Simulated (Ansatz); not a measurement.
**bcc Na**

These are PBEsol in Ansatz (plane waves, PAW) values and carry that method's errors.

Numerical settings: plane-wave cutoff 500 eV, 4×4×4 k mesh, Fermi–Dirac smearing 0.1 eV, cell of 54 sites, scalar-relativistic PAW data made under PBE.

Cell: relaxed at this level.

```
Property                                     Result
------------------------------------------  -------
vacancy formation energy                    0.37 eV
vacancy formation energy before relaxation  0.44 eV
```

Measured, for comparison: vacancy formation energy 0.36 eV (no zero-point or thermal correction, monovacancy; as tabulated in Riffe and Christensen (2024), arXiv:2406.09527). Computed (rounded) less measured: vacancy formation energy +0.010 eV.

Note: energies are extrapolated to zero smearing, and mesh and cell size move such values by some hundredths of an eV or more.

Computed values are for the static lattice.

Ansatz is a first-principles code.
